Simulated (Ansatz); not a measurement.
# C2H5Si radical: how energies converge with the basis set

Aim: see how fast density functionals and correlated methods converge with the basis set for C2H5Si radical.

Computed with Ansatz 0.2.0, Gaussian basis. Level: one geometry, several basis sets.

The runs, in order: PBE0-D4/def2-SVP; ωB97M-V/def2-SVP; PBE0-D4/def2-QZVPP; ωB97M-V/def2-QZVPP; CCSD(T)/cc-pV(D+d)Z; CCSD(T)/cc-pV(T+d)Z; CCSD(T)/cc-pV(Q+d)Z; the functionals' def2-TZVPP values are taken from earlier runs.

**1. Structure used throughout**

All runs share one geometry, relaxed beforehand with PBE0-D4 in a triple-zeta def2 set.

SMILES `C=C[SiH2]`, 8 atoms, charge 0, spin multiplicity 2.

Atoms are counted from 1 here; the program's logs count them from 0.

Bond lengths: C1–C2 1.338 Å, C1–H4 1.086 Å, C1–H5 1.086 Å, C2–Si3 1.837 Å, C2–H6 1.089 Å, Si3–H7 1.488 Å, Si3–H8 1.487 Å. Angles: C2–C1–H4 121.8°, C2–C1–H5 122.0°, H4–C1–H5 116.2°, C1–C2–Si3 124.1°, C1–C2–H6 118.0°, Si3–C2–H6 117.8°, C2–Si3–H7 112.1°, C2–Si3–H8 113.3°, H7–Si3–H8 112.2°.

Geometry (Å):

```xyz
8
C2H5Si
C    -0.40859    0.93022   -0.87791
C    -0.35773    0.34892    0.32656
Si    0.88638   -0.91349    0.80762
H     0.26623    0.64494   -1.67989
H    -1.12895    1.70838   -1.11165
H    -1.05666    0.68920    1.08916
H     1.53155   -1.54406   -0.37510
H     0.35998   -1.92120    1.76541
```

**2. PBE0-D4 in def2-SVP**

Contents of in.yaml:

```yaml
crystal:
  periodic: [false, false, false]
  atoms:
    - {symbol: C, position_ang: [-0.408592, 0.930223, -0.877907]}
    - {symbol: C, position_ang: [-0.357729, 0.348917, 0.326561]}
    - {symbol: Si, position_ang: [0.886379, -0.913491, 0.807621]}
    - {symbol: H, position_ang: [0.266232, 0.644939, -1.679888]}
    - {symbol: H, position_ang: [-1.128955, 1.708378, -1.111654]}
    - {symbol: H, position_ang: [-1.056658, 0.689200, 1.089165]}
    - {symbol: H, position_ang: [1.531546, -1.544062, -0.375104]}
    - {symbol: H, position_ang: [0.359978, -1.921203, 1.765406]}
basis:
  gaussian: {orbitals: def2-SVP}
magnetization: {spin_polarized: true, initial_magnetization: 1}
hamiltonian: {xc: pbe0, dispersion: d4}
output: {orbitals: {seedname: orbitals}}
```

The run is started by

```console
$ ansatz run in.yaml --threads 2 --pin off --events-out ev --progress --plain --max-ram 32768MiB --backend cpu
```

Output:

```text
Functional definition: PBE0
  name "PBE0"
  cite "Adamo & Barone, J. Chem. Phys. 110, 6158 (1999) doi:10.1063/1.478522"
  cite "Perdew, Burke & Ernzerhof, Phys. Rev. Lett. 77, 3865 (1996) doi:10.1103/PhysRevLett.77.3865"
  parent pbe
  parameter a = 0.25
  parameter kappa = 0.804
  parameter beta = 0.06672455060314922
  exchange = (1 - a)*pbe_x(kappa = kappa, mu = beta*pi^2/3) + a*exact_x
  correlation = pbe_c(beta = beta)
716 factors; integrals over basis functions are off by at most 1.3e-3 eV
mean field evaluation 1: about -10012.9714 eV, gradient 3.5e1 eV
mean field evaluation 2: about -9994.1145 eV, gradient 6.1e1 eV
mean field evaluation 4: about -10020.6922 eV, gradient 2.8e0 eV
mean field evaluation 8: about -10020.8696 eV, gradient 6.5e-1 eV
mean field evaluation 16: about -10020.8740 eV, gradient 1.0e-3 eV
mean field -10020.87404128 eV, -368.2603286247 hartree, gradient 5.9e-5 eV, S^2 0.764150; 0 other end points of the search recorded, 0 dependent functions left out
reference -10020.87406611 eV, -368.2603295371 hartree; 16, 15 occupied and 55, 56 virtual orbitals, 716 factors
Total energy: -10020.99194805 eV, -368.2646616187 hartree
```

Wall time 2.4 s (2 threads, shared host).

**3. ωB97M-V in def2-SVP**

Changes to in.yaml since step 2:

```diff
@@ -14,3 +14,3 @@
 magnetization: {spin_polarized: true, initial_magnetization: 1}
-hamiltonian: {xc: pbe0, dispersion: d4}
+hamiltonian: {xc: {name: wB97M-V}}
 output: {orbitals: {seedname: orbitals}}
```

Same command.

Output, shortened:

```text
Functional definition: wB97M-V
  name "wB97M-V"
  cite "Mardirossian & Head-Gordon, J. Chem. Phys. 144, 214110 (2016) doi:10.1063/1.4952647"
  cite "Becke, J. Chem. Phys. 107, 8554 (1997) doi:10.1063/1.475007"
  cite "Vydrov & Van Voorhis, J. Chem. Phys. 133, 244103 (2010) doi:10.1063/1.3521275"
  # Of w^i u^j: cxij and so on, Table III.
[...]
  gx(w, u) = 1 - cx + cx01*u + cx10*w
  gss(w, u) = css00 + css04*u^4 + css10*w + css20*w^2 + css43*w^4*u^3
  gos(w, u) = cos00 + cos10*w + (cos20 + cos21*u)*w^2 + (cos60 + cos61*u)*w^6
[...]
      + integral(e_c_pw_mod_opposite_spin*gos(b97_w_opposite, b97_u_opposite)) + vv10(b, c)
716 factors; integrals over basis functions are off by at most 1.3e-3 eV
232 factors; integrals over basis functions are off by at most 9.1e-6 eV
[...]
mean field -10024.79216612 eV, -368.4043170568 hartree, gradient 3.9e-5 eV, S^2 0.759614; 0 other end points of the search recorded, 0 dependent functions left out
reference -10024.79220345 eV, -368.4043184286 hartree; 16, 15 occupied and 55, 56 virtual orbitals, 716 factors
Total energy: -10024.79220345 eV, -368.4043184286 hartree
```

Wall time 7 s (2 threads, shared host).

**4. PBE0-D4 in def2-QZVPP**

Changes to in.yaml since step 3:

```diff
@@ -12,5 +12,5 @@
 basis:
-  gaussian: {orbitals: def2-SVP}
+  gaussian: {orbitals: "def2-QZVPP.json"}
 magnetization: {spin_polarized: true, initial_magnetization: 1}
-hamiltonian: {xc: {name: wB97M-V}}
+hamiltonian: {xc: pbe0, dispersion: d4}
 output: {orbitals: {seedname: orbitals}}
```

The run is started by

```console
$ ansatz run in.yaml --threads 2 --pin off --events-out ev --progress --plain --max-ram 32768MiB --backend cuda --devices 0, --max-vram 18GiB
```

Output:

```text
Functional definition: PBE0
  name "PBE0"
  cite "Adamo & Barone, J. Chem. Phys. 110, 6158 (1999) doi:10.1063/1.478522"
  cite "Perdew, Burke & Ernzerhof, Phys. Rev. Lett. 77, 3865 (1996) doi:10.1103/PhysRevLett.77.3865"
  parent pbe
  parameter a = 0.25
  parameter kappa = 0.804
  parameter beta = 0.06672455060314922
  exchange = (1 - a)*pbe_x(kappa = kappa, mu = beta*pi^2/3) + a*exact_x
  correlation = pbe_c(beta = beta)
1037 factors; their error is unknown
mean field evaluation 1: about -10014.0941 eV, gradient 4.7e1 eV
mean field evaluation 2: about -9975.6977 eV, gradient 8.6e1 eV
mean field evaluation 4: about -10026.1467 eV, gradient 5.5e0 eV
mean field evaluation 8: about -10026.3599 eV, gradient 8.4e-2 eV
mean field evaluation 16: about -10026.3662 eV, gradient 8.5e-5 eV
mean field -10026.36622554 eV, -368.4621626734 hartree, gradient 8.5e-5 eV, S^2 0.763817; 0 other end points of the search recorded, 0 dependent functions left out
reference -10026.36626462 eV, -368.4621641096 hartree; 16, 15 occupied and 318, 319 virtual orbitals, 1037 factors
Total energy: -10026.48414656 eV, -368.4664961912 hartree
```

Run time: 3.9 s. Hardware: 1 × H100 (card shared with other runs) with 2 threads, shared host; peak host memory 0.91 GiB.

**5. ωB97M-V in def2-QZVPP**

Changes to in.yaml since step 4:

```diff
@@ -14,3 +14,3 @@
 magnetization: {spin_polarized: true, initial_magnetization: 1}
-hamiltonian: {xc: pbe0, dispersion: d4}
+hamiltonian: {xc: {name: wB97M-V}}
 output: {orbitals: {seedname: orbitals}}
```

The command is unchanged.

Output, shortened:

```text
Functional definition: wB97M-V
  name "wB97M-V"
  cite "Mardirossian & Head-Gordon, J. Chem. Phys. 144, 214110 (2016) doi:10.1063/1.4952647"
  cite "Becke, J. Chem. Phys. 107, 8554 (1997) doi:10.1063/1.475007"
  cite "Vydrov & Van Voorhis, J. Chem. Phys. 133, 244103 (2010) doi:10.1063/1.3521275"
  # Of w^i u^j: cxij and so on, Table III.
[...]
  gx(w, u) = 1 - cx + cx01*u + cx10*w
  gss(w, u) = css00 + css04*u^4 + css10*w + css20*w^2 + css43*w^4*u^3
  gos(w, u) = cos00 + cos10*w + (cos20 + cos21*u)*w^2 + (cos60 + cos61*u)*w^6
[...]
      + integral(e_c_pw_mod_opposite_spin*gos(b97_w_opposite, b97_u_opposite)) + vv10(b, c)
1017 factors; their error is unknown
274 factors; integrals over basis functions are off by at most 1.1e-5 eV
[...]
mean field -10030.43124917 eV, -368.6115495367 hartree, gradient 3.6e-5 eV, S^2 0.759310; 0 other end points of the search recorded, 0 dependent functions left out
reference -10030.43130665 eV, -368.6115516487 hartree; 16, 15 occupied and 318, 319 virtual orbitals, 1017 factors
Total energy: -10030.43130665 eV, -368.6115516487 hartree
```

Run time: 8.5 s. Hardware: 1 × H100 (card shared with other runs) with 2 threads, shared host; peak host memory 1 GiB.

**6. Density functionals: the series**

The def2-TZVPP values come from earlier runs at the same geometry.

```tsv
functional	basis	functions	energy (eV)	from the largest (eV)	HOMO (eV)	LUMO (eV)
PBE0-D4	def2-SVP	71	-10020.9919	5.492	-5.72	-2.27
PBE0-D4	def2-TZVPP	174	-10026.0987	0.385	-5.76	-2.33
PBE0-D4	def2-QZVPP	334	-10026.4841	0.000	-5.77	-2.35
ωB97M-V	def2-SVP	71	-10024.7922	5.639	-7.38	-0.55
ωB97M-V	def2-TZVPP	174	-10030.0656	0.366	-7.44	-0.68
ωB97M-V	def2-QZVPP	334	-10030.4313	0.000	-7.46	-0.74
```

**7. CCSD(T) in cc-pV(D+d)Z**

Changes to in.yaml since step 5:

```diff
@@ -12,5 +12,5 @@
 basis:
-  gaussian: {orbitals: "def2-QZVPP.json"}
+  gaussian: {orbitals: "cc-pV(D+d)Z.json"}
 magnetization: {spin_polarized: true, initial_magnetization: 1}
-hamiltonian: {xc: {name: wB97M-V}}
-output: {orbitals: {seedname: orbitals}}
+correlation: {method: ccsd_t}
+scf: {omitted_lower_state_checks: [cluster_reference]}
```

The run is started by

```console
$ ansatz run in.yaml --threads 2 --pin off --events-out ev --progress --plain --max-ram 32768MiB --backend cpu
```

Output, shortened:

```text
Functional definition: HF
  name "HF"
  cite "Fock, Z. Phys. 61, 126 (1930) doi:10.1007/BF01340294"
  parent pbe
[...]
735 factors; integrals over basis functions are off by at most 9.2e-4 eV
[...]
mean field -10000.89019939 eV, -367.5259359807 hartree, gradient 2.8e-6 eV, S^2 0.903995; 0 other end points of the search recorded, 0 dependent functions left out
7 core orbitals not correlated: weight in the atoms' cores, before any rotation towards them, 1.000 or more for the frozen orbitals, at most 0.000 for the correlated occupied ones
reference -10000.89019939 eV, -367.5259359807 hartree; 9, 8 occupied and 60, 61 virtual orbitals, 735 factors
second order -9.32046720 eV of doubles, -0.00000000 eV of singles
cycle   1  -10.16739713 eV  change   -8.5e-1 eV  update   9.0e-2
[...]
cycle  13  -10.73019749 eV  change    1.2e-5 eV  update   5.9e-6
perturbative correction -0.36054698 eV, -0.0132498571 hartree
Total energy: -10011.98094386 eV, -367.9335133223 hartree
Checks for a lower state left out: cluster_reference
```

It took 7.5 s on 2 threads, shared host; peak memory 0.4 GiB.

**8. CCSD(T) in cc-pV(T+d)Z**

Changes to in.yaml since step 7:

```diff
@@ -12,3 +12,3 @@
 basis:
-  gaussian: {orbitals: "cc-pV(D+d)Z.json"}
+  gaussian: {orbitals: "cc-pV(T+d)Z.json"}
 magnetization: {spin_polarized: true, initial_magnetization: 1}
@@ -16 +16,2 @@
 scf: {omitted_lower_state_checks: [cluster_reference]}
+output: {orbitals: {seedname: orbitals}}
```

The run is started by

```console
$ ansatz run in.yaml --threads 2 --pin off --events-out ev --progress --plain --max-ram 32768MiB --backend cuda --devices 0, --max-vram 18GiB
```

Output, shortened:

```text
Functional definition: HF
  name "HF"
  cite "Fock, Z. Phys. 61, 126 (1930) doi:10.1007/BF01340294"
  parent pbe
[...]
965 factors; integrals over basis functions are off by at most 1.0e-3 eV
[...]
mean field -10001.81544866 eV, -367.5599382642 hartree, gradient 1.2e-6 eV, S^2 0.901564; 2 other end points of the search recorded, 0 dependent functions left out
7 core orbitals not correlated: weight in the atoms' cores, before any rotation towards them, 1.000 or more for the frozen orbitals, at most 0.000 for the correlated occupied ones
reference -10001.81544866 eV, -367.5599382642 hartree; 9, 8 occupied and 153, 154 virtual orbitals, 965 factors
second order -11.45950195 eV of doubles, -0.00000000 eV of singles
cycle   1  -12.14624981 eV  change   -6.9e-1 eV  update   9.3e-2
[...]
cycle  13  -12.71702345 eV  change    3.7e-6 eV  update   6.7e-6
perturbative correction -0.54796395 eV, -0.0201373038 hartree
Total energy: -10015.08043606 eV, -368.0474175599 hartree
Checks for a lower state left out: cluster_reference
```

Wall time 7.5 s (1 × H100 (card shared with other runs) with 2 threads, shared host); peak host memory 0.82 GiB.

**9. CCSD(T) in cc-pV(Q+d)Z**

Changes to in.yaml since step 8:

```diff
@@ -12,3 +12,3 @@
 basis:
-  gaussian: {orbitals: "cc-pV(T+d)Z.json"}
+  gaussian: {orbitals: "cc-pV(Q+d)Z.json"}
 magnetization: {spin_polarized: true, initial_magnetization: 1}
@@ -16,2 +16 @@
 scf: {omitted_lower_state_checks: [cluster_reference]}
-output: {orbitals: {seedname: orbitals}}
```

The command is unchanged.

Output, shortened:

```text
Functional definition: HF
  name "HF"
  cite "Fock, Z. Phys. 61, 126 (1930) doi:10.1007/BF01340294"
  parent pbe
[...]
1898 factors; integrals over basis functions are off by at most 9.1e-4 eV
[...]
mean field -10002.04430635 eV, -367.5683486294 hartree, gradient 2.6e-6 eV, S^2 0.900119; 0 other end points of the search recorded, 0 dependent functions left out
7 core orbitals not correlated: weight in the atoms' cores, before any rotation towards them, 1.000 or more for the frozen orbitals, at most 0.000 for the correlated occupied ones
reference -10002.04430635 eV, -367.5683486294 hartree; 9, 8 occupied and 308, 309 virtual orbitals, 1898 factors
second order -12.22096096 eV of doubles, -0.00000000 eV of singles
cycle   1  -12.75236252 eV  change   -5.3e-1 eV  update   9.3e-2
[...]
cycle  13  -13.32965188 eV  change   -2.7e-6 eV  update   7.4e-6
perturbative correction -0.59997472 eV, -0.0220486643 hartree
Total energy: -10015.97393295 eV, -368.0802529649 hartree
Checks for a lower state left out: cluster_reference
```

Run time: 37 s. Hardware: 1 × H100 (card shared with other runs) with 2 threads, shared host; peak host memory 1.5 GiB.

The pieces so far (eV):

```tsv
basis	HF	MP2 correlation	CCSD correlation	(T)	total
cc-pV(D+d)Z	-10000.8902	-9.3205	-10.7302	-0.3605	-10011.9809
cc-pV(T+d)Z	-10001.8154	-11.4595	-12.7170	-0.5480	-10015.0804
cc-pV(Q+d)Z	-10002.0443	-12.2210	-13.3297	-0.6000	-10015.9739
```

**10. The basis-set limit**

This step is arithmetic on the last runs, with X = 3 and 4: exp(−5.46√X) for Hartree-Fock, X^−3.05 for correlation.

```tsv
level	energy at the limit (eV)
HF	-10002.1133
MP2	-10014.8763
CCSD	-10015.8790
CCSD(T)	-10016.5160
```

```tsv
basis	HF above its limit (eV)	share of the MP2 correlation limit (%)
cc-pV(D+d)Z	1.223	73.0
cc-pV(T+d)Z	0.298	89.8
cc-pV(Q+d)Z	0.069	95.8
```

**11. What came out**

| quantity | value |
| --- | --- |
| MP2 correlation recovered, cc-pV(D+d)Z | 73.0 % |
| MP2 correlation recovered, cc-pV(T+d)Z | 89.8 % |
| MP2 correlation recovered, cc-pV(Q+d)Z | 95.8 % |
| CCSD(T) limit from def2 sets (earlier runs) less the limit of this series | -25 meV |
| PBE0-D4: double and triple zeta above quadruple | 5.49, 0.39 eV |
| ωB97M-V: double and triple zeta above quadruple | 5.64, 0.37 eV |

What this shows: For PBE0-D4 the step from double to triple zeta gains 5.11 eV and the next only 0.39 eV. Correlation climbs from 73 % (cc-pV(D+d)Z) to 96 % (cc-pV(Q+d)Z) of the limit; Hartree-Fock is 0.069 eV from its own by then. A limit from the def2 sets, made apart, differs by 25 meV, a least measure of the doubt on such a limit. Total energies overstate the basis error of differences, where much of it tends to cancel.
